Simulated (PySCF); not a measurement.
Compound: C4H4NO (doublet state).
Cartesian coordinates in Å at the GFN2-xTB level; atoms count from 1:
```
atom  x, y, z in Å
C1     1.187   -0.446   -0.144
C2     0.397    0.762    0.281
O3     0.908    1.798    0.664
C4    -1.052    0.632    0.209
C5    -1.688   -0.506   -0.214
N6    -2.212   -1.474   -0.573
H7     0.949   -0.699   -1.176
H8     2.250   -0.244   -0.053
H9     0.921   -1.300    0.477
H10   -1.651    1.482    0.506
```

The hyperfine couplings belong to this conformer and change with its torsions.

The species is `CC(=O)[CH]C#N` [radical].

The calculation used UKS B3LYP, pcH-1 on C H N O, non-relativistic, mean-field spin-orbit, GIAO in PySCF. Isolated species at its GFN2-xTB geometry (one conformer only). The geometry wasn't refined by DFT: couplings that depend on bond lengths, twists or pyramidal angles can differ widely from those at the functional's own minimum. The SCF solution wasn't tested for stability.

Principal values of hyperfine tensors in MHz (contact and dipolar terms together), for some of the nuclei:

```csv
atom,isotope,A1,A2,A3,alike by the symmetry of this geometry
C4,13C,4.51,4.79,181.40,none
C5,13C,-73.36,-55.20,-32.61,none
H10,1H,-75.70,-52.43,-21.98,none
C2,13C,-49.03,-29.84,-25.16,none
O3,17O,-83.39,20.00,20.89,none
H7,1H,-5.92,-4.70,0.11,H9
H8,1H,-3.12,-2.18,0.78,none
C1,13C,-1.99,-1.57,-0.55,none
```

(1) Split each tensor into its isotropic and traceless parts, and turn a_iso into mT with g = 2.0045.

(2) What spin density at the nucleus of O3 lies behind its contact coupling (g_N = -0.75752)?

(3) N6 (14N, g_N = 0.40376) isn't in the table. Its spin density at the nucleus is 0.02592 bohr⁻³. What is its contact coupling?

(4) Name the largest traceless tensor T of the table and describe it.

(5) What first-order splitting does C4 cause when the field lies along A1, A2 or A3 of its tensor (g taken as isotropic, no quadrupole term)?

Results:

(1) a_iso = (A1 + A2 + A3)/3, Ti = Ai − a_iso; 1 mT corresponds to 28.056 MHz.

```json
{"atom": "C4", "a_iso (MHz)": "63.57", "a_iso (mT)": "2.266", "T1": "-59.05", "T2": "-58.78", "T3": "117.83"}
{"atom": "C5", "a_iso (MHz)": "-53.72", "a_iso (mT)": "-1.915", "T1": "-19.64", "T2": "-1.48", "T3": "21.11"}
{"atom": "H10", "a_iso (MHz)": "-50.04", "a_iso (mT)": "-1.784", "T1": "-25.66", "T2": "-2.40", "T3": "28.06"}
{"atom": "C2", "a_iso (MHz)": "-34.68", "a_iso (mT)": "-1.236", "T1": "-14.35", "T2": "4.83", "T3": "9.52"}
{"atom": "O3", "a_iso (MHz)": "-14.17", "a_iso (mT)": "-0.505", "T1": "-69.22", "T2": "34.17", "T3": "35.05"}
{"atom": "H7", "a_iso (MHz)": "-3.51", "a_iso (mT)": "-0.125", "T1": "-2.42", "T2": "-1.19", "T3": "3.61"}
{"atom": "H8", "a_iso (MHz)": "-1.51", "a_iso (mT)": "-0.054", "T1": "-1.61", "T2": "-0.67", "T3": "2.28"}
{"atom": "C1", "a_iso (MHz)": "-1.37", "a_iso (mT)": "-0.049", "T1": "-0.62", "T2": "-0.20", "T3": "0.82"}
```

(2) a_FC = 800.24 MHz bohr³ × g_N × ρ(0)/(2S). With a_FC = -14.17 MHz and 2S = 1, ρ(0) = 0.02337 bohr⁻³. The nuclear moment is negative, so coupling and spin density have opposite signs.

(3) By the same relation, a_FC = 8.37 MHz. Its full tensor has the principal values -9.42, -5.23, 39.77 MHz.

(4) C4: -59.1, -58.8, 117.8 MHz, axial, in the ratio −1:−1:+2, the form that spin in one p orbital centred on that nucleus gives.

(5) 2 lines (I = 1/2), spaced by |A_i|/(g × 13.996): 0.16, 0.17, 6.47 mT along the axes of A1, A2 and A3.
